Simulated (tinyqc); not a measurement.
Extended Hueckel theory, for PH3+, step by step. The parameters take no account of the charge, which enters only through the electron count. One step of it, computed by the program tinyqc.

Question. Mulliken analysis. P = C n C^T; charge = valence electrons (H 1, P 5) minus the sum of (P S)_ii on the atom; overlap population = 2 sum P_ij S_ij between two atoms.

coefficients:
```
              MO1        MO2        MO3        MO4        MO5        MO6        MO7
1P 3s    0.660417   0.000000  -0.000043   0.021558   1.185183   0.002043   0.000000
1P 3px   0.000014   0.000000   0.572598   0.000000  -0.001995   1.268026   0.000000
1P 3py   0.000000   0.572587   0.000000   0.000000   0.000000   0.000000   1.268057
1P 3pz  -0.002969   0.000000   0.000000   0.999660  -0.037320  -0.000064   0.000000
2H 1s    0.234877   0.000000   0.430277  -0.005689  -0.706503  -1.085318   0.000000
3H 1s    0.234840   0.372647  -0.215165  -0.005690  -0.709071   0.540857  -0.938874
4H 1s    0.234840  -0.372647  -0.215165  -0.005690  -0.709071   0.540857   0.938874
```

occupations: 2.000000  2.000000  2.000000  1.000000  0.000000  0.000000  0.000000

overlap S:
```
           1P 3s     1P 3px     1P 3py     1P 3pz      2H 1s      3H 1s      4H 1s
1P 3s   1.000000   0.000000   0.000000   0.000000   0.409786   0.409727   0.409727
1P 3px  0.000000   1.000000   0.000000   0.000000   0.552928  -0.276424  -0.276424
1P 3py  0.000000   0.000000   1.000000   0.000000   0.000000   0.478842  -0.478842
1P 3pz  0.000000   0.000000   0.000000   1.000000  -0.012003  -0.012001  -0.012001
2H 1s   0.409786   0.552928   0.000000  -0.012003   1.000000   0.051414   0.051414
3H 1s   0.409727  -0.276424   0.478842  -0.012001   0.051414   1.000000   0.051393
4H 1s   0.409727  -0.276424  -0.478842  -0.012001   0.051414   0.051393   1.000000
```

Give: charges; Overlap populations.

Answer.

charges: 1P 0.6177, 2H 0.1274, 3H 0.1274, 4H 0.1274

Overlap populations:
```
pair      value
2-1    0.799217
3-1    0.799175
3-2   -0.007693
4-1    0.799175
4-2   -0.007693
4-3   -0.007689
```
